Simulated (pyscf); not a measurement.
Optimised with ωB97X-D3(BJ)/def2-SVP in PySCF.

**Question.** PBE/def2-TZVP puts the barrier of H₂N–SiH₂–NH₂ + HI → H₂N–SiH(NH₂)–I + H₂ (four-centre exchange; singlet surface; H–Si, H–I broken, I–Si, H–H formed) at 16.2 kcal/mol and the reaction energy at -19.4 kcal/mol, from the separated reactants. What do r²SCAN/def2-TZVP, M06-2X/def2-TZVP, ωB97M-D3(BJ)/def2-TZVP give on the same structures?

**Answer.** r²SCAN: ΔE‡ = 16.7 kcal/mol, ΔE = -21.1 kcal/mol; M06-2X: ΔE‡ = 17.6 kcal/mol, ΔE = -22.3 kcal/mol; ωB97M-D3(BJ): ΔE‡ = 21.1 kcal/mol, ΔE = -18.8 kcal/mol. PBE's barrier lies under all of them, by 0.5 to 4.9 kcal/mol. Its reaction energy lies among theirs. This is the saddle that the search found; another between the same sides may lie lower. Elements past Kr carry the def2 core potentials, without spin-orbit coupling.
